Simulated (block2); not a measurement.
# BCl (SMILES [B]Cl) at DMRG/STO-3G

What is the vertical ionisation energy of BCl at DMRG/STO-3G? 

Program for the calculation: block2 0.5.4.

7 further runs of the same task are left out: 1 that didn't finish, 6 set aside as unsound or not needed.

## (1) The system as given

BCl: 2 atoms, total charge 0, spin state singlet. As SMILES, `[B]Cl`. Geometry: relaxed at GFN2-xTB.

Bond lengths: B1–Cl2 1.579 Å.

## (2) The energy at DMRG/STO-3G

Input file make_fcidump.py:

```python
from pyscf import ao2mo, cc, dft, gto, mcscf, mp, scf
from pyscf.tools import fcidump

mol = gto.M(atom="""
B      0.000000     0.000000     0.000000
Cl     0.000000     0.000000     1.578530
""", basis="sto-3g", spin=0, verbose=3)
print("nao = %d" % (mol.nao))
mf = scf.RHF(mol)
mf.conv_tol = 1e-10
mf.max_cycle = 200
mf.kernel()
if not mf.converged:
    mf = mf.newton().run(mf.mo_coeff, mf.mo_occ)
print(f"E(HF) = {mf.e_tot:.10f}")
# MP2, CCSD and CCSD(T) with the same frozen core
ref = mf
pt = mp.MP2(ref, frozen=6).run()
mycc = cc.CCSD(ref, frozen=6)
mycc.max_cycle = 150
mycc.kernel()
print("E(MP2) = %.10f" % (pt.e_tot))
if mycc.converged:
    print("CCSD total energy = %.10f" % (mycc.e_tot))
    print("CCSD(T) total energy = %.10f" % (mycc.e_tot + mycc.ccsd_t()))
    print(f"T1 diagnostic = {mycc.get_t1_diagnostic():.4f}")
# a few density functionals on the same geometry and basis
ks = dft.RKS(mol, xc="hse06").set(conv_tol=1e-9, verbose=3).run()
if ks.converged:
    print(f"E(HSE06) = {ks.e_tot:.8f}")
ks = dft.RKS(mol, xc="blyp").set(conv_tol=1e-9, verbose=3).run()
if ks.converged:
    print(f"E(BLYP) = {ks.e_tot:.8f}")
ks = dft.RKS(mol, xc="m062x").set(conv_tol=1e-9, verbose=3).run()
if ks.converged:
    print(f"E(M06-2X) = {ks.e_tot:.8f}")
# natural orbitals of MP2 give a compact matrix product state
occ_no, mo = mcscf.addons.make_natural_orbitals(mp.MP2(mf, frozen=6).run())
mf.mo_coeff = mo
# FCIDUMP for the DMRG program
cas = mcscf.CASCI(mf, 8, 10)
h1, ecore = cas.get_h1eff()
fcidump.from_integrals("FCIDUMP", h1, cas.get_h2eff(), 8, 10, nuc=ecore, ms=0)
# exact diagonalisation in the same space
ci = mcscf.CASCI(mf, 8, (5, 5))
ci.fix_spin_(ss=0)
ci.fcisolver.conv_tol = 1e-10
ci.fcisolver.max_cycle = 200
ci.kernel()
print(f"FCI energy = {ci.e_tot:.10f}")
```

Input file input.conf:

```
sym c1
orbitals FCIDUMP
nelec 10
spin 0
irrep 1
schedule
0 50 1E-09 1E-04
4 75 1E-09 1E-04
6 100 1E-09 1E-05
10 100 1E-10 0.0
end
maxiter 16
sweep_tol 1E-06
fiedler
mem 2g
num_thrds 1
prefix ./tmp
outputlevel 2
onepdm
```

Launch:

```console
$ python make_fcidump.py && block2main input.conf
```

The program printed:

```text
$ python make_fcidump.py
nao = 14
converged SCF energy = -478.825500565346
E(HF) = -478.8255005653
E(RMP2) = -478.865013862084  E_corr = -0.0395132967378979
E(SCS-RMP2) = -478.867324528222  E_corr = -0.0418239628762802
E(CCSD) = -478.8861637064781  E_corr = -0.06066314113243533
E(MP2) = -478.8650138621
CCSD total energy = -478.8861637065
CCSD(T) correction = -0.00221316014470814
CCSD(T) total energy = -478.8883768666
T1 diagnostic = 0.0133
converged SCF energy = -479.437871304087
E(HSE06) = -479.43787130
converged SCF energy = -479.524177467204
E(BLYP) = -479.52417747
converged SCF energy = -479.61444502014
E(M06-2X) = -479.61444502
E(RMP2) = -478.865013862084  E_corr = -0.0395132967378979
E(SCS-RMP2) = -478.867324528222  E_corr = -0.0418239628762802
CASCI E = -478.888738072315  E(CI) = -24.1422234733345  S^2 = 0.0000000
FCI energy = -478.8887380723

$ block2main input.conf

[... 59 lines left out ...]
 --> Site =    1-   2 .. Mmps =   10 Ndav =  21 E =   -478.2796832469 Error = 0.00e+00 FLOPS = 1.12e+09 Tdav = 0.00 T = 0.00
[... 19 lines left out ...]
 <-- Site =    1-   2 .. Mmps =   50 Ndav =   1 E =   -478.8887373868 Error = 3.97e-10 FLOPS = 1.51e+09 Tdav = 0.00 T = 0.00
[... 28 lines left out ...]
 <-- Site =    4-   5 .. Mmps =   34 Ndav =   4 E =   -478.8887309057 Error = 0.00e+00 FLOPS = 1.43e+09 Tdav = 0.00 T = 0.01
[... 19 lines left out ...]
 --> Site =    6-   7 .. Mmps =   12 Ndav =   1 E =   -478.8887372068 Error = 3.07e-16 FLOPS = 1.36e+09 Tdav = 0.00 T = 0.00
[... 28 lines left out ...]
 --> Site =    3-   4 .. Mmps =  100 Ndav =   1 E =   -478.8887380721 Error = 2.62e-09 FLOPS = 1.83e+09 Tdav = 0.00 T = 0.01
[... 28 lines left out ...]
 --> Site =    0-   1 .. Mmps =    3 Ndav =   1 E =   -478.8887380722 Error = 0.00e+00 FLOPS = 1.56e+09 Tdav = 0.00 T = 0.00
[... 19 lines left out ...]
 <-- Site =    2-   3 .. Mmps =  100 Ndav =   1 E =   -478.8887380722 Error = 1.28e-10 FLOPS = 3.42e+09 Tdav = 0.00 T = 0.01
[... 12 lines left out ...]
 --> Site =    1-   2 .. Mmps =   10 Ndav =   2 E =   -478.8887380723 Error = 0.00e+00 FLOPS = 3.93e+09 Tdav = 0.00 T = 0.00
 --> Site =    2-   3 .. Mmps =   35 Ndav =   2 E =   -478.8887380723 Error = 0.00e+00 FLOPS = 4.24e+09 Tdav = 0.00 T = 0.01
 --> Site =    3-   4 .. Mmps =   66 Ndav =   1 E =   -478.8887380723 Error = 1.19e-18 FLOPS = 1.96e+09 Tdav = 0.00 T = 0.01
 --> Site =    4-   5 .. Mmps =   35 Ndav =   1 E =   -478.8887380723 Error = 2.25e-16 FLOPS = 2.06e+09 Tdav = 0.00 T = 0.01
 --> Site =    5-   6 .. Mmps =   10 Ndav =   1 E =   -478.8887380723 Error = 5.40e-18 FLOPS = 8.64e+08 Tdav = 0.00 T = 0.00
 --> Site =    6-   7 .. Mmps =    3 Ndav =   1 E =   -478.8887380723 Error = 1.25e-16 FLOPS = 8.20e+07 Tdav = 0.00 T = 0.00
[... 9 lines left out ...]
DMRG Energy = -478.888738072320336
[... 23 lines left out ...]
Expectation | Direction = backward | BRA bond dimension =  100 | KET bond dimension =  100
 <-- Site =    6-   7 .. Nterms =            4 Error =  0.000000000000/ 0.000000000000 FLOPS = 1.99e+06 Tmult = 0.00 T = 0.00
 <-- Site =    5-   6 .. Nterms =            5 Error =  0.000000000000/ 0.000000000000 FLOPS = 2.39e+08 Tmult = 0.00 T = 0.00
 <-- Site =    4-   5 .. Nterms =            7 Error =  0.000000000000/ 0.000000000000 FLOPS = 1.36e+09 Tmult = 0.00 T = 0.00
 <-- Site =    3-   4 .. Nterms =            9 Error =  0.000000000000/ 0.000000000000 FLOPS = 1.56e+09 Tmult = 0.00 T = 0.00
 <-- Site =    2-   3 .. Nterms =           11 Error =  0.000000000000/ 0.000000000000 FLOPS = 2.17e+09 Tmult = 0.00 T = 0.00
 <-- Site =    1-   2 .. Nterms =           13 Error =  0.000000000000/ 0.000000000000 FLOPS = 2.18e+09 Tmult = 0.00 T = 0.00
 <-- Site =    0-   1 .. Nterms =           15 Error =  0.000000000000/ 0.000000000000 FLOPS = 6.19e+08 Tmult = 0.00 T = 0.00
Time elapsed =      0.014
Time sweep =        0.014 | 794 KFLOP/SWP
 | Dmem = 131 KB (6%) | Imem = 9.21 KB (92%) | Hmem = 1.18 MB | Wmem = 9.19 KB | MaxBmem = 76.2 KB | MaxRmem = 122 KB
 | Tread = 0.000 | Twrite = 0.000 | Tfpread = 0.000 | Tfpwrite = 0.000 | data = 247 KB | cpsd = 183 KB | Tasync = 0.000
 | Trot = 0.001 | Tctr = 0.000 | Tint = 0.000 | Tmid = 0.000 | Tdctr = 0.000 | Tdiag = 0.000 | Tinfo = 0.000
 | Teff = 0.001 | Texpt = 0.001 | Tblk = 0.012 | Tmve = 0.003

NPDM Sorting | Nsites =     8 | Nmaxops =  2 | DotSite = 2 | SymbolFree = T | Compressed = T | LowMem = F | Mem = 512 B
 Site =     0 ..  T = 0.000
 Site =     1 ..  T = 0.000
 Site =     2 ..  T = 0.000
 Site =     3 ..  T = 0.000
 Site =     4 ..  T = 0.000
 Site =     5 ..  T = 0.000
 Site =     6 ..  T = 0.000
Ttotal =      0.000

DMRG OCC =   2.000 1.988 1.988 1.987 1.872 0.074 0.074 0.018
```

Run time: 2.3 s. Hardware: 1 thread of AMD EPYC 9R45 (Zen 5), shared host; peak memory 0.18 GiB.

## (3) The doublet cation: a single-point energy at DMRG/STO-3G

Input file integrals.py:

```python
from pyscf import ao2mo, cc, dft, gto, mcscf, mp, scf
from pyscf.tools import fcidump

mol = gto.M(atom="""
B      0.00000000     0.00000000     0.00000000
Cl     0.00000000     0.00000000     2.98298938
""", basis="sto-3g", unit="bohr", charge=1, spin=1, verbose=3, max_memory=2000)
print("basis functions = %d" % (mol.nao))
mf = scf.ROHF(mol)
mf.conv_tol = 1e-10
mf.max_cycle = 200
mf.kernel()
if not mf.converged:
    mf = mf.newton().run(mf.mo_coeff, mf.mo_occ)
print(f"E(HF) = {mf.e_tot:.10f}")
# MP2, CCSD and CCSD(T) with the same frozen core
ref = scf.UHF(mol).run(mf.make_rdm1(), conv_tol=1e-10)
pt = mp.MP2(ref, frozen=6).run()
mycc = cc.CCSD(ref, frozen=6)
mycc.max_cycle = 150
mycc.kernel()
print("E(MP2) = %.10f" % (pt.e_tot))
if mycc.converged:
    print("E(CCSD) = %.10f" % (mycc.e_tot))
    print(f"E(CCSD(T)) = {mycc.e_tot + mycc.ccsd_t():.10f}")
# a few density functionals on the same geometry and basis
ks = dft.UKS(mol, xc="hse06").set(conv_tol=1e-9, verbose=3).run(mf.make_rdm1())
if ks.converged:
    print(f"E(HSE06) = {ks.e_tot:.8f}")
ks = dft.UKS(mol, xc="blyp").set(conv_tol=1e-9, verbose=3).run(mf.make_rdm1())
if ks.converged:
    print("E(BLYP) = %.8f" % (ks.e_tot))
ks = dft.UKS(mol, xc="m062x").set(conv_tol=1e-9, verbose=3).run(mf.make_rdm1())
if ks.converged:
    print("E(M06-2X) = %.8f" % (ks.e_tot))
# rotate to MP2 natural orbitals
occ_no, mo = mcscf.addons.make_natural_orbitals(mp.MP2(mf.to_uhf(), frozen=6).run())
mf.mo_coeff = mo
# FCIDUMP for the DMRG program
cas = mcscf.CASCI(mf, 8, 9)
h1, ecore = cas.get_h1eff()
fcidump.from_integrals("FCIDUMP", h1, cas.get_h2eff(), 8, 9, nuc=ecore, ms=1)
# exact diagonalisation in the same space
ci = mcscf.CASCI(mf, 8, (5, 4))
ci.fix_spin_(ss=0.75)
ci.fcisolver.conv_tol = 1e-10
ci.fcisolver.max_cycle = 200
ci.kernel()
print("FCI energy = %.10f" % (ci.e_tot))
```

Input file block.conf:

```
sym c1
orbitals FCIDUMP
nelec 9
spin 1
irrep 1
occ 2 2 2 2 1 0 0 0
cbias 0.3
schedule
0 50 1E-08 1E-04
3 75 1E-08 1E-04
6 100 1E-08 1E-05
9 100 1E-09 0.0
end
maxiter 15
sweep_tol 1E-07
fiedler
mem 2g
num_thrds 1
prefix ./tmp
outputlevel 1
onepdm
```

Launch:

```console
$ python integrals.py && block2main block.conf
```

The program printed:

```text
$ python integrals.py
basis functions = 14
converged SCF energy = -478.573675438386
E(HF) = -478.5736754384
converged SCF energy = -478.575525581234  <S^2> = 0.76568403  2S+1 = 2.015623
E(UMP2) = -478.618681884149  E_corr = -0.0431563029152995
E(SCS-UMP2) = -478.617428603944  E_corr = -0.0419030227102959
E(UCCSD) = -478.6279209591005  E_corr = -0.05239537786657451
E(MP2) = -478.6186818841
E(CCSD) = -478.6279209591
UCCSD(T) correction = -0.00460205268714202
E(CCSD(T)) = -478.6325230118
converged SCF energy = -479.150227425486  <S^2> = 0.76164789  2S+1 = 2.0116142
E(HSE06) = -479.15022743
converged SCF energy = -479.241874106989  <S^2> = 0.75818498  2S+1 = 2.0081683
E(BLYP) = -479.24187411
converged SCF energy = -479.321893484474  <S^2> = 0.75978091  2S+1 = 2.0097571
E(M06-2X) = -479.32189348
E(UMP2) = -478.615957910505  E_corr = -0.0422824721185736
E(SCS-UMP2) = -478.615125113973  E_corr = -0.0414496755863913
CASCI E = -478.632915900339  E(CI) = -23.8854259028923  S^2 = 0.7500000
FCI energy = -478.6329159003

$ block2main block.conf

[... 33 lines left out ...]
integral sym error =            0
[... 36 lines left out ...]
Sweep =    7 | Direction = backward | Bond dimension =  100 | Noise =  1.00e-05 | Dav threshold =  1.00e-08
Time elapsed =      0.494 | E =    -478.6329158995 | DE = -3.88e-09 | DW = 1.91288e-08

Sweep =    8 | Direction =  forward | Bond dimension =  100 | Noise =  1.00e-05 | Dav threshold =  1.00e-08
Time elapsed =      0.546 | E =    -478.6329159001 | DE = -5.86e-10 | DW = 3.03815e-07

Sweep =    9 | Direction = backward | Bond dimension =  100 | Noise =  0.00e+00 | Dav threshold =  1.00e-09
Time elapsed =      0.600 | E =    -478.6329159003 | DE = -2.16e-10 | DW = 2.55509e-10

Final canonical form =  CRRRRRRR 0
DMRG Energy = -478.632915900283251
npdm string = ['(C+D)0']

Build NPDM MPO | Nsites =     8 | Nmaxops =  2 | SymbolFree = T | Cutoff = 0.00e+00
 Site =     0 /     8 .. L =        4 R =        1 M =            0 Tmid = 0.000 T = 0.000
 Site =     1 /     8 .. L =        4 R =       15 M =           15 Tmid = 0.000 T = 0.000
 Site =     2 /     8 .. L =        4 R =       13 M =           13 Tmid = 0.000 T = 0.000
 Site =     3 /     8 .. L =        4 R =       11 M =           11 Tmid = 0.000 T = 0.000
 Site =     4 /     8 .. L =        4 R =        9 M =            9 Tmid = 0.000 T = 0.000
 Site =     5 /     8 .. L =        4 R =        7 M =            7 Tmid = 0.000 T = 0.000
 Site =     6 /     8 .. L =        4 R =        5 M =            5 Tmid = 0.000 T = 0.000
 Site =     7 /     8 .. L =        1 R =        4 M =            4 Tmid = 0.000 T = 0.000
Ttotal =      0.000

Expectation | Direction =  forward | BRA bond dimension =  100 | KET bond dimension =  100
Time elapsed =      0.014
NPDM Sorting | Nsites =     8 | Nmaxops =  2 | DotSite = 2 | SymbolFree = T | Compressed = T | LowMem = F | Mem = 512 B
Ttotal =      0.000

DMRG OCC =   1.999 1.970 1.961 1.961 0.997 0.045 0.045 0.022
```

Run time: 3.4 s. Hardware: 1 thread of AMD EPYC 9R45 (Zen 5), shared host; peak memory 0.19 GiB.

## (4) Results

Level: DMRG/STO-3G, 6 core orbitals frozen.

| quantity | value |
| --- | --- |
| run 1, DMRG/STO-3G: total energy | -478.88874 Eh |
| run 1, DMRG/STO-3G: T1 diagnostic of the CCSD step | 0.013 |
| doublet cation: total energy | -478.63292 Eh |
| vertical ionisation energy (to the doublet cation) | 6.961 eV |

What this shows: Removing an electron at fixed nuclei costs 6.96 eV (161 kcal/mol). In a minimal basis such a difference can be off by several eV, whatever the method.
